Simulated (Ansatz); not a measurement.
Program: Ansatz. Geometries: PBE0-D4/def2-TZVP. ΔE: electronic, gas phase. CCSD(T)/CBS adds triple-zeta CCSD(T) − MP2 to the extrapolated MP2 energy (def2 sets, frozen cores). This one scheme is used for every species, atoms too. DFT in def2-TZVPP. Open shells (•) are unrestricted, without spin–orbit coupling. Spin–orbit coupling would lower the free atoms: a little for C, F. One conformer a species, not always the lowest.

`FC(F)C(F)F` → 2 C• + 4 F• + 2 H•  (atomization)

CCSD(T)/CBS gives +753.4 kcal/mol.

Task: Another level gave +734.8 kcal/mol. Which?
A. BHLYP/def2-TZVPP
B. HF/def2-TZVPP
C. r2SCAN0-D4/def2-TZVPP
D. r2SCAN/def2-TZVPP

Result: C. r2SCAN0-D4 734.8, HF/def2-TZVPP 519.1, r2SCAN 758.1, BHLYP 707.2 kcal/mol.

Largest T1 diagnostic among the species: 0.012.

At CCSD(T), def2-SVP lies −37.1 kcal/mol from the extrapolated value and def2-TZVPP −20.9 kcal/mol: correlation converges slowly with the basis, and small sets miss more of it in the bonded molecule than in its fragments. From PBE to PBE0 (25 % exact exchange), in def2-TZVPP and without D4, ΔE moves by −29.2 kcal/mol: exact exchange takes away binding that semilocal exchange gives to molecules. In def2-TZVPP, CCSD(T) changes the Hartree–Fock value by +213.5 kcal/mol (the triples alone add +15.2 kcal/mol) and MP2 by +244.9 kcal/mol; breaking electron pairs costs correlation energy, which Hartree–Fock lacks.

For atomizations the MP2-based limit and the directly extrapolated one differ by several kJ/mol either way, and by 10 to 25 for some Ge, Se and Sn compounds, so smaller differences from it don't rank the levels.
